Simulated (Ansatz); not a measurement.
Input file:

```yaml
crystal:
  periodic: [false, false, false]
  atoms:
    - {symbol: Ga, position_ang: [0.064568, -0.096287, 2.151588]}
    - {symbol: C, position_ang: [-0.100302, -0.077442, 0.327939]}
    - {symbol: N, position_ang: [-0.023687, -0.235265, -0.883629]}
    - {symbol: H, position_ang: [0.059421, 0.408994, -1.595898]}
basis:
  gaussian: {orbitals: 6-31G}
magnetization: {spin_polarized: false, initial_magnetization: 3}
correlation: {active_space: {window: {electrons: 5, orbitals: 4}, states: [{multiplicity: 4, weights: [0.5, 1]}], root: 0}}
accuracy: high
```

```sh
$ ansatz run in.yaml --threads 1 --pin off --events-out ev --progress --plain --max-ram 2393MiB
```

The program prints:

```
928 factors; integrals over basis functions are off by at most 1.9e-8 eV
mean field evaluation 1: about -54845.2334 eV, gradient 2.5e1 eV
mean field evaluation 2: about -54845.3225 eV, gradient 2.5e1 eV
mean field evaluation 4: about -54848.3934 eV, gradient 3.5e0 eV
mean field evaluation 8: about -54848.7040 eV, gradient 1.3e0 eV
mean field evaluation 16: about -54848.7301 eV, gradient 1.1e-8 eV
mean field evaluation 32: about -54848.7296 eV, gradient 2.0e-1 eV
mean field evaluation 64: about -54848.7166 eV, gradient 1.1e-1 eV
mean field -54848.73013290 eV, -2015.6536545794 hartree, gradient 1.9e-8 eV, S^2 3.750000; 7 other end points of the search recorded, 0 dependent functions left out
reference -54848.73013290 eV, -2015.6536545794 hartree; 24, 21 occupied and 25, 28 virtual orbitals, 928 factors
state -54846.08138679 eV, -2015.5563149552 hartree
state -54846.07888786 eV, -2015.5562231212 hartree
1 active orbitals were swapped for others, from the solution at -54845.28438754 eV, -2015.5270257733 hartree to that at -54846.07972083 eV, -2015.5562537325 hartree; typed "places" are swapped only where nearly empty or full, and so, without "given_window_search", are "orbital_numbers", "shells" and a window whose orbitals a file names under [Active]
Total energy: -54846.08138679 eV, -2015.5563149552 hartree
```

Natural occupations, averaged over the states: 1.6667 1.3333 1.0000 1.0000.

Before any correction even the lowest state lies above the reference determinant, by 2.65 eV, so the averaged orbitals or the space serve it badly.

Ran on 1 thread of Arm Neoverse V1, shared host: 7 s wall, 0.13 GiB peak host memory.
